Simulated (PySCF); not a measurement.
Compound: PH₃.
InChI=1S/H3P/h1H3

Theory: PBE0-D3(BJ)/def2-SVP geometry optimisation, gas phase (PySCF).

Masses are those of the commonest isotopes; rigid-rotor values at the optimised geometry. 

(1) Give the principal moments of inertia and the rotational constants in cm⁻¹.

(2) What kind of rotor is it?

(3) Is it planar, by Δ = Ic − Ia − Ib?

(4) Where do the R-branch lines fall?

## Answers

(1) Ia = 3.84, Ib = 3.84, Ic = 4.33 u·Å²; 505379 MHz·u·Å²/I gives 131470, 131450 and 116795 MHz, that is A = 4.38538, B = 4.38469, C = 3.89587 cm⁻¹.

(2) An oblate symmetric top, as the point group C3v requires two equal moments; the computed ones differ by 0.02 % because the geometry is symmetric only within the optimiser's tolerance; Ray's κ = 0.997.

(3) Not planar: Δ = Ic − Ia − Ib = -3.36 u·Å². For a rigid frame Δ = −2 Σ m c², so Σ m c² = 1.68 u·Å² lies off the ab plane: 1.53 from hydrogen and 0.15 from heavier atoms. The atom farthest from that plane is 0.71 Å away.

(4) The dipole of 0.91 D lies along the symmetry axis, so ΔK = 0 and J+1 ← J falls at 2B(J+1) for every K: 262.92 GHz, 525.84 GHz, 788.76 GHz, 1051.68 GHz, 1314.60 GHz for J = 0 to 4.

Not checked by PBE0-D3(BJ)/def2-SVP frequencies. These are rigid-rotor constants of the computed structure; measured ground-state constants (B0) also hold zero-point vibration.
